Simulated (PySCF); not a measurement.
## How good is the calculation?

Geometry (Å), atoms numbered from 1 in this order:
```xyz
16

C    -0.305   -1.470    0.022
C    -0.004    0.031   -0.067
C    -0.708    0.766    1.079
C     1.496    0.295   -0.054
C    -0.615    0.535   -1.362
O    -0.020    1.068   -2.257
H     0.206   -2.029   -0.778
H    -1.385   -1.672   -0.056
H     0.040   -1.868    0.989
H    -0.504    1.848    1.046
H    -0.354    0.382    2.049
H    -1.800    0.623    1.042
H     1.992   -0.205   -0.898
H     1.708    1.370   -0.140
H     1.943   -0.074    0.882
H    -1.725    0.366   -1.432
```

Measured values that the calculation should reproduce: δ $^{13}$C C2 42.4; C1/C3/C4 23.4; δ $^{1}$H H7/H8/H9/H10/H11/H12/H13/H14/H15 1.08 ppm (measured; solution, not stated per compound (mostly CDCl3 or CCl4); Pretsch, Buehlmann, Badertscher, Structure Determination of Organic Compounds, 4th ed. (2009)).

- geometry from PBE0-D3(BJ)/def2-SVP
- GIAO PBE0/pcSseg-1 shieldings
- code: PySCF
- relativity neglected, fast rotation and ring inversion assumed for equivalent nuclei, a single conformation, gas phase

(1) How close does the calculation come?

(2) How far are the unscaled $^{13}$C shifts from the references?

Results:

(1) 
Reference values: measured (solution, not stated per compound (mostly CDCl3 or CCl4); Pretsch, Buehlmann, Badertscher, Structure Determination of Organic Compounds, 4th ed. (2009)).
```tsv
atoms	quantity	reference	computed	computed, scaled
C2	δ $^{13}$C	42.4	42.7	40.6
C1/C3/C4	δ $^{13}$C	23.4	24.3	22.8
H7/H8/H9/H10/H11/H12/H13/H14/H15	δ $^{1}$H	1.08	0.97	1.12
```

Computed shifts are σ(ref) − σ with the named reference compound (TMS for H and C) calculated as an isolated molecule at the same level. The measured values may be among those fitted. Shieldings were converted by linear fits to measured shifts (mostly CDCl3, TMS scale, for H and C): $^{13}$C: δ = 177.62 − 0.967σ (rms 1.9 ppm, 903 shifts, 2.3 ppm with the 23 outliers that the fit left out); $^{1}$H: δ = 29.91 − 0.950σ (rms 0.21 ppm, 511 shifts, 0.22 ppm with the 3 outliers that the fit left out). Occasional misses reach two or three times the rms, and more in compound classes unlike the fitted ones.

(2) Mean signed difference +0.60 ppm, mean absolute 0.60 ppm over 2 comparisons; the largest is +0.9 ppm at C1/C3/C4 (methyl carbon).

3 of the 6 published NMR values on file for this molecule are compared.
